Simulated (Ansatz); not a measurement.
Ansatz (an electronic-structure program) input:
A basis named .json is the Basis Set Exchange file of that set.

Ansatz 0.2 input:
```yaml
crystal:
  periodic: [false, false, false]
  atoms:
    - {symbol: C, position_ang: [-0.89003452, -0.00503940, 0.00658504]}
    - {symbol: O, position_ang: [-0.81527396, -1.01562247, 0.64008523]}
    - {symbol: O, position_ang: [0.16868768, 0.71691379, -0.45026202]}
    - {symbol: H, position_ang: [-1.81180777, 0.49694744, -0.30468965]}
    - {symbol: C, position_ang: [1.42724168, 0.27544195, -0.17823519]}
    - {symbol: H, position_ang: [1.55398746, -0.63018598, 0.38924230]}
    - {symbol: H, position_ang: [2.20726758, 0.90049269, -0.57323748]}
basis:
  gaussian:
    orbitals: cc-pVTZ
    fitting: {mean_field: def2-universal-jkfit, correlation: cc-pVTZ-RIFIT.json}
magnetization: {spin_polarized: true, initial_magnetization: 1}
correlation: {method: mp2, electrons: outside_noble_gas}
```

Problem. What final total energy does it print?

Solution. -228.00632 Eh (RI-MP2/cc-pVTZ). The basis has 162 functions.

It need not be the lowest isomer of its formula.
